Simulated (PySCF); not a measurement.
Input of a run (PBE0-D3(BJ)/def2-SVP geometry optimisation, gas phase (PySCF 2.14.0)), started from GFN2-xTB:
```
{"job": {"xc": "PBE0", "basis": "def2-SVP", "d3": "d3bj", "grid": 1, "shake": 0.01, "kind": "geom"}, "charge": 0, "multiplicity": 1}
F     -1.405400     2.189030    -0.242030
C     -0.624840     1.141410    -0.126230
C      0.656840     1.171970     0.116020
C      1.262390    -0.216790     0.157840
C     -0.026400    -1.126720     0.151390
C     -1.189560    -0.222750    -0.306060
H      1.295420     2.046110     0.263680
H      1.867160    -0.393650    -0.724320
H      1.849770    -0.380410     1.060530
H      0.099580    -1.992850    -0.468980
H     -0.225460    -1.478150     1.182980
H     -1.431480    -0.392490    -1.348040
H     -2.122200    -0.361610     0.272880
```

Output (energies in Eh, forces in Eh/bohr):
```
step   0  E = -294.02506084  max force = 0.050381
step   1  E = -294.02919703  max force = 0.006708
step   2  E = -294.02931390  max force = 0.001520
step   3  E = -294.02932796  max force = 0.000436
optimisation converged
```

Problem. Summarise the run.

Solution. The energy falls by 2.7 kcal/mol over 4 energy and gradient evaluations, the largest force component goes from 0.0504 to 4.4e-04 Eh/bohr, and the atoms move by 0.049 Å rms after alignment. The bond that changes most is C4–C5 (allylic carbon to ring CH2 carbon), which shortens by 0.032 Å. Bonds longer at the end by more than 0.005 Å: 7 of 13; shorter: 4. Among the angles that change most is C4–C3–H7, from 119.7° to 125.3°. The energy never rose by more than 1e-6 Eh on the way. The first step brought 97 % of the lowering.

Problem. What are the final bond lengths?

Solution. F1–C2 1.328 Å, C2=C3 1.333 Å, C3–C4 1.502 Å, C4–C5 1.546 Å, C5–C6 1.537 Å, C2–C6 1.495 Å, C3–H7 1.091 Å, C4–H8 1.106 Å, C4–H9 1.102 Å, C5–H10 1.099 Å, C5–H11 1.101 Å, C6–H12 1.105 Å, C6–H13 1.102 Å. Numbering counts from 1 in the input's order; the species is `FC1=CCCC1`.

The run used 119 basis functions and 28 SCF cycles in all. The run took 34 s on one thread of an Arm Neoverse N1, no GPU, shared host, and the process peaked at 0.50 GiB of memory.

Stationary, but not proved a minimum. One conformer, not necessarily the lowest.
